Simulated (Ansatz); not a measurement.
Born–Oppenheimer molecular dynamics of BH$_{3}$O$_{2}$ (6 atoms, charge 0, multiplicity 1). It starts from a relaxed structure.

Theory: RKS PBE-D4/6-31G* in Ansatz.

| Property | Result |
| --- | --- |
| ensemble | NVE (velocity Verlet) |
| time step | 1 fs |
| steps asked | 300 |
| starting velocities drawn for | 300 K |
| masses | H 3.016 u |
| seed | 911068 |

First frame:

```xyz
6
Properties=species:S:1:pos:R:3
B -0.092 -0.108 -0.086
O 0.076 -0.323 1.265
H -0.750 -0.139 1.748
O 0.960 -0.314 -0.935
H 1.746 -0.607 -0.428
H -1.137 0.258 -0.567
```

Question: How far do the bonds stretch over the last three quarters of this one trajectory? (Pairs bonded in most of those frames.)

Answer: 
```json
{"bond": "B1–O2", "mean (Å)": "1.380", "spread (Å)": "0.015", "shortest": "1.35", "longest": "1.41"}
{"bond": "B1–O4", "mean (Å)": "1.370", "spread (Å)": "0.015", "shortest": "1.34", "longest": "1.40"}
{"bond": "B1–H6", "mean (Å)": "1.210", "spread (Å)": "0.014", "shortest": "1.18", "longest": "1.24"}
{"bond": "O2–H3", "mean (Å)": "0.975", "spread (Å)": "0.006", "shortest": "0.96", "longest": "0.99"}
{"bond": "O4–H5", "mean (Å)": "0.982", "spread (Å)": "0.017", "shortest": "0.95", "longest": "1.01"}
```

Mean temperature of the second half: 147 K. The conserved energy stayed within 0.2 meV per atom of its start (net change 0.086 meV per atom), so the integration is sound. Over the second half the temperature averaged 0.49 of the 300 K drawn at the start: a run that starts near a minimum puts about half its kinetic energy into the potential. A run of 0.3 ps of so small a system gives no equilibrium averages.

Run time: 4.4 min on 1 thread of Arm Neoverse V1 (shared host), peak memory 0.091 GiB.
